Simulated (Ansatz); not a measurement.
Other spins and charges of CH4, singlet at one geometry

Geometry (PBE0/def2-TZVP stationary point for this spin, not checked as a minimum):

```yaml
atoms:
  - { symbol: C, position_ang: [0.0000, 0.0000, 0.0000] }
  - { symbol: H, position_ang: [0.6280, 0.6300, 0.6292] }
  - { symbol: H, position_ang: [-0.6316, -0.6267, 0.6289] }
  - { symbol: H, position_ang: [-0.6266, 0.6282, -0.6325] }
  - { symbol: H, position_ang: [0.6301, -0.6314, -0.6257] }
```

Basis cc-pVDZ; Ansatz 0.2.0. Correlated methods freeze the noble-gas cores. R marks a restricted (for open shells ROHF) determinant. Active spaces: valence = (8e, 8o) chosen from the atoms' valence shells.

Gaps are energies of the second state less the first, at fixed atoms, for a selection of the levels run; each method lands on the state that its own search finds for that charge and spin.

Coupled cluster chose its determinant by a search with trial CCSD, here up to 0.13 eV above the lowest Hartree–Fock solution of its kind.

Triplet less singlet: 11.209 eV at full CI (singlet A1, triplet B1, in C2v).

| level | gap (eV) | error (meV) |
| --- | --- | --- |
| CISD | 11.241 | 32 |
| CISDTQ | 11.213 | 4 |
| CASSCF (valence space) | 11.452 | 243 |
| NEVPT2 (valence space) | 11.319 | 110 |
| MRCISD (valence space) | 11.374 | 165 |
| MRCISD+Q (valence space) | 11.354 | 145 |

Removing an electron, to the doublet: 14.187 eV at full CI (singlet A1, doublet ion B1, in C2v).

| level | gap (eV) | error (meV) |
| --- | --- | --- |
| RCCSD(T) | 14.188 | 1 |
| BCCD(T) | 14.189 | 2 |
| CISDTQ | 14.180 | -7 |
| RCCSDTQ | 14.186 | -1 |
| NEVPT2 (valence space) | 13.984 | -203 |
| NEVPT4(SD) (valence space) | 14.174 | -13 |
| MRCISD (valence space) | 14.173 | -14 |
| MRCISD+Q (valence space) | 14.206 | 19 |
| PBE | 13.875 | -312 |
| r2SCAN | 13.938 | -249 |

In so small a basis the reference is far from its limit while semilocal and hybrid functionals are nearer theirs, so the functionals' errors here hold much of the reference's basis and frozen-core error, which can add to them or hide them.

Full CI is exact within this basis and frozen core; it isn't the basis-set limit.
